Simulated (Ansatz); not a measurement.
Ansatz (an electronic-structure program) input (HF/3-21G): The .json file is the Basis Set Exchange's 3-21G.

Ansatz 0.2 input:
```yaml
crystal:
  periodic: [false, false, false]
  atoms:
    - {symbol: N, position_ang: [0.01643774, -0.03068417, 1.37548928]}
    - {symbol: C, position_ang: [-0.01550476, -0.05992527, -1.37530800]}
    - {symbol: C, position_ang: [-0.00328446, 1.11667889, 0.69850924]}
    - {symbol: C, position_ang: [0.01998409, -1.17605375, 0.67417732]}
    - {symbol: C, position_ang: [0.00502614, -1.33043758, -0.73726822]}
    - {symbol: C, position_ang: [-0.01976900, 1.14405654, -0.68387175]}
    - {symbol: H, position_ang: [-0.02866876, -0.01166355, -2.45609347]}
    - {symbol: H, position_ang: [-0.00592548, 2.02783112, 1.27177699]}
    - {symbol: H, position_ang: [0.03635522, -2.05784645, 1.29802411]}
    - {symbol: H, position_ang: [-0.03553717, 2.09055516, -1.19956400]}
basis:
  gaussian:
    orbitals: 3-21G.json
hamiltonian:
  xc: {name: HF}
total_charge: -1
phonons: {temperatures: {t_min: 298.15, t_max: 298.15, t_step: 100}}
```

Output:

```
WARN ansatz: RAYON_NUM_THREADS=4 ignored (pool sized by the plan → 4); use --threads N
Functional definition: HF
integrals: 0.02 GiB planned
934 factors; integrals over basis functions are off by at most 5.8e-4 eV
mean field: 0.17 GiB planned
mean field evaluation 1: about -6653.7437 eV, gradient 2.9e1 eV
mean field evaluation 2: about -6654.0555 eV, gradient 2.9e1 eV
mean field evaluation 4: about -6656.8823 eV, gradient 4.0e0 eV
mean field evaluation 8: about -6656.9587 eV, gradient 2.3e-1 eV
mean field -6656.95931125 eV, -244.6387424392 hartree, gradient 4.0e-5 eV, S^2 0.000000; 0 other end points of the search recorded, 0 dependent functions left out
the calculation of the forces begins
reference -6656.95931125 eV, -244.6387424392 hartree; 21, 21 occupied and 41, 41 virtual orbitals, 934 factors
these checks for a lower state are left out or cut short: stability, starts, cluster_reference, orbital_swaps, neighbouring_geometries, increment
integrals: 0.02 GiB planned
934 factors; integrals over basis functions are off by at most 5.8e-4 eV
mean field: 0.17 GiB planned
mean field evaluation 16: about -6656.9569 eV, gradient 8.6e-1 eV
mean field -6656.95917619 eV, -244.6387374759 hartree, gradient 2.6e-6 eV, S^2 0.000000; 0 other end points of the search recorded, 0 dependent functions left out
the calculation of the forces begins
reference -6656.95917619 eV, -244.6387374759 hartree; 21, 21 occupied and 41, 41 virtual orbitals, 934 factors
these checks for a lower state are left out or cut short: stability, starts, cluster_reference, orbital_swaps, neighbouring_geometries, increment
integrals: 0.02 GiB planned
934 factors; integrals over basis functions are off by at most 5.8e-4 eV
mean field: 0.17 GiB planned
mean field evaluation 32: about -6656.9592 eV, gradient 2.6e-6 eV
mean field -6656.95917511 eV, -244.6387374362 hartree, gradient 2.6e-6 eV, S^2 0.000000; 0 other end points of the search recorded, 0 dependent functions left out
the calculation of the forces begins
reference -6656.95917511 eV, -244.6387374362 hartree; 21, 21 occupied and 41, 41 virtual orbitals, 934 factors
these checks for a lower state are left out or cut short: stability, starts, cluster_reference, orbital_swaps, neighbouring_geometries, increment
integrals: 0.02 GiB planned
934 factors; integrals over basis functions are off by at most 5.8e-4 eV
mean field: 0.17 GiB planned
mean field -6656.95919517 eV, -244.6387381736 hartree, gradient 2.6e-6 eV, S^2 0.000000; 0 other end points of the search recorded, 0 dependent functions left out
the calculation of the forces begins
reference -6656.95919517 eV, -244.6387381736 hartree; 21, 21 occupied and 41, 41 virtual orbitals, 934 factors
these checks for a lower state are left out or cut short: stability, starts, cluster_reference, orbital_swaps, neighbouring_geometries, increment
integrals: 0.02 GiB planned
934 factors; integrals over basis functions are off by at most 5.8e-4 eV
mean field: 0.17 GiB planned
mean field -6656.95919488 eV, -244.6387381627 hartree, gradient 2.6e-6 eV, S^2 0.000000; 0 other end points of the search recorded, 0 dependent functions left out
the calculation of the forces begins
reference -6656.95919488 eV, -244.6387381627 hartree; 21, 21 occupied and 41, 41 virtual orbitals, 934 factors
these checks for a lower state are left out or cut short: stability, starts, cluster_reference, orbital_swaps, neighbouring_geometries, increment
integrals: 0.02 GiB planned
934 factors; integrals over basis functions are off by at most 5.8e-4 eV
mean field: 0.17 GiB planned
mean field -6656.95907780 eV, -244.6387338602 hartree, gradient 2.6e-6 eV, S^2 0.000000; 0 other end points of the search recorded, 0 dependent functions left out
the calculation of the forces begins
reference -6656.95907780 eV, -244.6387338602 hartree; 21, 21 occupied and 41, 41 virtual orbitals, 934 factors
these checks for a lower state are left out or cut short: stability, starts, cluster_reference, orbital_swaps, neighbouring_geometries, increment
integrals: 0.02 GiB planned
934 factors; integrals over basis functions are off by at most 5.8e-4 eV
mean field: 0.17 GiB planned
mean field evaluation 64: about -6656.9568 eV, gradient 8.6e-1 eV
mean field -6656.95907709 eV, -244.6387338340 hartree, gradient 2.6e-6 eV, S^2 0.000000; 0 other end points of the search recorded, 0 dependent functions left out
the calculation of the forces begins
reference -6656.95907709 eV, -244.6387338340 hartree; 21, 21 occupied and 41, 41 virtual orbitals, 934 factors
these checks for a lower state are left out or cut short: stability, starts, cluster_reference, orbital_swaps, neighbouring_geometries, increment
integrals: 0.02 GiB planned
934 factors; integrals over basis functions are off by at most 5.8e-4 eV
[...]
integrals: 0.02 GiB planned
934 factors; integrals over basis functions are off by at most 5.8e-4 eV
mean field: 0.17 GiB planned
mean field evaluation 288: about -6656.9593 eV, gradient 2.6e-6 eV
mean field -6656.95926095 eV, -244.6387405909 hartree, gradient 2.6e-6 eV, S^2 0.000000; 0 other end points of the search recorded, 0 dependent functions left out
the calculation of the forces begins
reference -6656.95926095 eV, -244.6387405909 hartree; 21, 21 occupied and 41, 41 virtual orbitals, 934 factors
these checks for a lower state are left out or cut short: stability, starts, cluster_reference, orbital_swaps, neighbouring_geometries, increment
integrals: 0.02 GiB planned
934 factors; integrals over basis functions are off by at most 5.8e-4 eV
mean field: 0.17 GiB planned
mean field -6656.95926081 eV, -244.6387405858 hartree, gradient 2.6e-6 eV, S^2 0.000000; 0 other end points of the search recorded, 0 dependent functions left out
the calculation of the forces begins
reference -6656.95926081 eV, -244.6387405858 hartree; 21, 21 occupied and 41, 41 virtual orbitals, 934 factors
these checks for a lower state are left out or cut short: stability, starts, cluster_reference, orbital_swaps, neighbouring_geometries, increment
integrals: 0.02 GiB planned
934 factors; integrals over basis functions are off by at most 5.8e-4 eV
mean field: 0.17 GiB planned
mean field -6656.95926207 eV, -244.6387406322 hartree, gradient 2.6e-6 eV, S^2 0.000000; 0 other end points of the search recorded, 0 dependent functions left out
the calculation of the forces begins
reference -6656.95926207 eV, -244.6387406322 hartree; 21, 21 occupied and 41, 41 virtual orbitals, 934 factors
these checks for a lower state are left out or cut short: stability, starts, cluster_reference, orbital_swaps, neighbouring_geometries, increment
integrals: 0.02 GiB planned
934 factors; integrals over basis functions are off by at most 5.8e-4 eV
mean field: 0.17 GiB planned
mean field -6656.95926226 eV, -244.6387406389 hartree, gradient 2.6e-6 eV, S^2 0.000000; 0 other end points of the search recorded, 0 dependent functions left out
the calculation of the forces begins
reference -6656.95926226 eV, -244.6387406389 hartree; 21, 21 occupied and 41, 41 virtual orbitals, 934 factors
these checks for a lower state are left out or cut short: stability, starts, cluster_reference, orbital_swaps, neighbouring_geometries, increment
integrals: 0.02 GiB planned
934 factors; integrals over basis functions are off by at most 5.8e-4 eV
mean field: 0.17 GiB planned
mean field evaluation 320: about -6656.9570 eV, gradient 8.6e-1 eV
mean field -6656.95925695 eV, -244.6387404439 hartree, gradient 2.6e-6 eV, S^2 0.000000; 0 other end points of the search recorded, 0 dependent functions left out
the calculation of the forces begins
reference -6656.95925695 eV, -244.6387404439 hartree; 21, 21 occupied and 41, 41 virtual orbitals, 934 factors
these checks for a lower state are left out or cut short: stability, starts, cluster_reference, orbital_swaps, neighbouring_geometries, increment
integrals: 0.02 GiB planned
934 factors; integrals over basis functions are off by at most 5.8e-4 eV
mean field: 0.17 GiB planned
mean field -6656.95925885 eV, -244.6387405139 hartree, gradient 2.6e-6 eV, S^2 0.000000; 0 other end points of the search recorded, 0 dependent functions left out
the calculation of the forces begins
reference -6656.95925885 eV, -244.6387405139 hartree; 21, 21 occupied and 41, 41 virtual orbitals, 934 factors
these checks for a lower state are left out or cut short: stability, starts, cluster_reference, orbital_swaps, neighbouring_geometries, increment
integrals: 0.02 GiB planned
934 factors; integrals over basis functions are off by at most 5.8e-4 eV
mean field: 0.17 GiB planned
mean field -6656.95926458 eV, -244.6387407241 hartree, gradient 2.6e-6 eV, S^2 0.000000; 0 other end points of the search recorded, 0 dependent functions left out
the calculation of the forces begins
reference -6656.95926458 eV, -244.6387407241 hartree; 21, 21 occupied and 41, 41 virtual orbitals, 934 factors
these checks for a lower state are left out or cut short: stability, starts, cluster_reference, orbital_swaps, neighbouring_geometries, increment
integrals: 0.02 GiB planned
934 factors; integrals over basis functions are off by at most 5.8e-4 eV
mean field: 0.17 GiB planned
mean field evaluation 352: about -6656.9593 eV, gradient 2.6e-6 eV
mean field -6656.95926459 eV, -244.6387407247 hartree, gradient 2.6e-6 eV, S^2 0.000000; 0 other end points of the search recorded, 0 dependent functions left out
the calculation of the forces begins
reference -6656.95926459 eV, -244.6387407247 hartree; 21, 21 occupied and 41, 41 virtual orbitals, 934 factors
these checks for a lower state are left out or cut short: stability, starts, cluster_reference, orbital_swaps, neighbouring_geometries, increment
integrals: 0.02 GiB planned
934 factors; integrals over basis functions are off by at most 5.8e-4 eV
mean field: 0.17 GiB planned
mean field -6656.95926859 eV, -244.6387408718 hartree, gradient 2.6e-6 eV, S^2 0.000000; 0 other end points of the search recorded, 0 dependent functions left out
the calculation of the forces begins
reference -6656.95926859 eV, -244.6387408718 hartree; 21, 21 occupied and 41, 41 virtual orbitals, 934 factors
these checks for a lower state are left out or cut short: stability, starts, cluster_reference, orbital_swaps, neighbouring_geometries, increment
integrals: 0.02 GiB planned
934 factors; integrals over basis functions are off by at most 5.8e-4 eV
mean field: 0.17 GiB planned
mean field -6656.95926797 eV, -244.6387408490 hartree, gradient 2.6e-6 eV, S^2 0.000000; 0 other end points of the search recorded, 0 dependent functions left out
the calculation of the forces begins
reference -6656.95926797 eV, -244.6387408490 hartree; 21, 21 occupied and 41, 41 virtual orbitals, 934 factors
these checks for a lower state are left out or cut short: stability, starts, cluster_reference, orbital_swaps, neighbouring_geometries, increment
integrals: 0.02 GiB planned
934 factors; integrals over basis functions are off by at most 5.8e-4 eV
mean field: 0.17 GiB planned
mean field evaluation 384: about -6656.9593 eV, gradient 2.6e-6 eV
mean field -6656.95925977 eV, -244.6387405474 hartree, gradient 2.6e-6 eV, S^2 0.000000; 0 other end points of the search recorded, 0 dependent functions left out
the calculation of the forces begins
reference -6656.95925977 eV, -244.6387405474 hartree; 21, 21 occupied and 41, 41 virtual orbitals, 934 factors
these checks for a lower state are left out or cut short: stability, starts, cluster_reference, orbital_swaps, neighbouring_geometries, increment
integrals: 0.02 GiB planned
934 factors; integrals over basis functions are off by at most 5.8e-4 eV
mean field: 0.17 GiB planned
mean field -6656.95925973 eV, -244.6387405459 hartree, gradient 2.6e-6 eV, S^2 0.000000; 0 other end points of the search recorded, 0 dependent functions left out
the calculation of the forces begins
reference -6656.95925973 eV, -244.6387405459 hartree; 21, 21 occupied and 41, 41 virtual orbitals, 934 factors
Total energy: -6656.95931125 eV, -244.6387424392 hartree
Atom 0 at     0.016438    -0.030684     1.375489 Å, force     0.000003    -0.000085     0.000164 eV/Å
Atom 1 at    -0.015505    -0.059925    -1.375308 Å, force     0.000005    -0.000523    -0.000070 eV/Å
Atom 2 at    -0.003284     1.116679     0.698509 Å, force    -0.000015     0.000471    -0.000827 eV/Å
Atom 3 at     0.019984    -1.176054     0.674177 Å, force     0.000004    -0.000318     0.000080 eV/Å
Atom 4 at     0.005026    -1.330438    -0.737268 Å, force     0.000003    -0.000091     0.000190 eV/Å
Atom 5 at    -0.019769     1.144057    -0.683872 Å, force     0.000001     0.000511     0.000545 eV/Å
Atom 6 at    -0.028669    -0.011664    -2.456093 Å, force     0.000002     0.000031     0.000181 eV/Å
Atom 7 at    -0.005925     2.027831     1.271777 Å, force    -0.000000     0.000025     0.000015 eV/Å
Atom 8 at     0.036355    -2.057846     1.298024 Å, force    -0.000005     0.000026    -0.000405 eV/Å
Atom 9 at    -0.035537     2.090555    -1.199564 Å, force     0.000002    -0.000046     0.000127 eV/Å
Dipole moment:    -0.008256     0.874790     0.062347 e Å
Vibrations: 436.82 456.04 683.21 736.31 842.50 868.23 1025.50 1043.64 1069.28 1117.38 1139.64 1141.58 1151.30 1183.43 1320.27 1438.52 1525.93 1588.73 1653.12 1686.56 3212.59 3229.50 3266.62 3302.13 cm⁻¹, zero-point energy 2.177089 eV
```

The blocks after the first are displaced geometries, from whose forces the wavenumbers follow.

The dipole moment of an ion depends on the origin.
